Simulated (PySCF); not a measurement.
# AlOCl + HF → AlOF + HCl

Level: B3LYP in the def2-TZVP basis family, all electrons, no relativity, computed in PySCF with density fitting; open shells unrestricted.

```json
{"species": "AlOCl", "state and structure": "singlet, C∞v, Al–Cl 2.068 Å, Al–O 1.597 Å; Cl–Al–O 180.0°", "ZPE (kJ/mol)": "11.7", "H(298 K) − H(0) (kJ/mol)": "12.5", "S° (J/(mol K))": "257.7"}
{"species": "HF", "state and structure": "singlet, C∞v, H–F 0.924 Å", "ZPE (kJ/mol)": "24.4", "H(298 K) − H(0) (kJ/mol)": "8.7", "S° (J/(mol K))": "173.7"}
{"species": "AlOF", "state and structure": "singlet, C∞v, Al–F 1.637 Å, Al–O 1.597 Å; F–Al–O 180.0°", "ZPE (kJ/mol)": "13.9", "H(298 K) − H(0) (kJ/mol)": "11.9", "S° (J/(mol K))": "245.9"}
{"species": "HCl", "state and structure": "singlet, C∞v, H–Cl 1.282 Å", "ZPE (kJ/mol)": "17.6", "H(298 K) − H(0) (kJ/mol)": "8.7", "S° (J/(mol K))": "186.7"}
```

Question: Is the gas-phase reaction uphill or downhill in electronic energy at this level, and by how much?

Answer: At B3LYP/def2-TZVP, ΔE = -17.7 kJ/mol, downhill. Ligand exchange with HF takes part in thermal etching.

Question: Add zero-point, thermal and entropy terms for 298.15 K and 1 bar.

Answer: ΔZPE = -4.6 and Δ[H(298) − H(0)] = -0.6 kJ/mol give ΔH° = -22.9 kJ/mol. ΔS° = 1.2 J/(mol K), so ΔG° = -22.9 − 298.15 × (0.0012) = -23 kJ/mol and log₁₀K = 4.1.

Each species is the lowest minimum found with this bonding; other isomers or fragments can lie lower.
